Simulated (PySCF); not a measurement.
# Reproducing measurements on C3H9P

**Experimental background.**

Beach, A photoelectron spectroscopic study of bonding in inorganic and organometallic compounds, PhD thesis, LBL 1985 lists, for the gas: C 1s binding energy of C1/C3/C4 290.3 eV.

From Besley, J. Chem. Theory Comput. 2021, 17, 3644 (DFT calculations of core-electron binding energies at the K-edge of heavier elements), for the gas: P 1s binding energy of P2 2149.9 eV.

The results are set against them at the end.

C₃H₉P.
SMILES with atom numbers: `[CH3:1][P:2]([CH3:3])[CH3:4]` (hydrogens: H5, H6, H7 on C1; H8, H9, H10 on C3; H11, H12, H13 on C4)

Structure used (PBE0-D3(BJ)/def2-SVP), in Å, numbered top down from 1:
```xyz
13
C3H9P angstrom
C     -0.338    1.584    0.430
P     -0.127   -0.161    1.008
C      1.599   -0.465    0.414
C     -1.060   -1.034   -0.330
H     -0.067    1.713   -0.632
H      0.290    2.251    1.039
H     -1.385    1.893    0.569
H      1.735   -0.195   -0.646
H      1.851   -1.529    0.545
H      2.305    0.120    1.023
H     -0.743   -0.724   -1.339
H     -0.915   -2.120   -0.231
H     -2.137   -0.832   -0.219
```

The PySCF runs (gas phase, on this PBE0-D3(BJ)/def2-SVP geometry; non-relativistic but for the core-level run):

```
                                                                          level                            job  basis functions  wall time
delta-SCF UKS SCAN, pcX-2 on the ionised atom, pcseg-1 elsewhere, spin-free X2C  ΔSCF core ionisation, 3 holes              147       20 s
```

Hardware: Intel Xeon Platinum 8259CL at 2.50 GHz, one thread, no GPU, shared host.

**Comparison with experiment**

**Core binding energies.** PySCF 2.14.0, delta-SCF UKS SCAN, pcX-2 on the ionised atom, pcseg-1 elsewhere, spin-free X2C.

```
level and atom  computed (eV)  measured (eV)  computed − measured (eV)
C 1s, C1/C3/C4         290.36          290.3                     +0.06
      P 1s, P2        2149.54         2149.9                     -0.36
```

Sources, in the order of the opening: Beach, A photoelectron spectroscopic study of bonding in inorganic and organometallic compounds, PhD thesis, LBL 1985; Besley, J. Chem. Theory Comput. 2021, 17, 3644 (DFT calculations of core-electron binding energies at the K-edge of heavier elements). Against the first value of each row the mean signed difference is -0.15 eV and the largest in size -0.36 eV. The computed values are vertical, without vibrational structure; measured positions hang on the energy calibration. The first atom of each set that the bonding makes equivalent was ionised and stands for the set.

No measured geometry was used, and the causes of the misses weren't examined.
